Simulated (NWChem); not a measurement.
Species: Cl anion

Results from NWChem. Level: PBE/def2-SVPD with COSMO at NWChem's default radii, gas-phase geometry; rows give the dielectric constant. Reactions with the solvent are ignored.

| dielectric constant | electrostatic solvation energy (kcal/mol) |
|---|---|
| 3.9 | -53.3 |
| 4.8 | -56.8 |
| 11.7 | -65.8 |
| 20.7 | -68.5 |
| 46.7 | -70.5 |
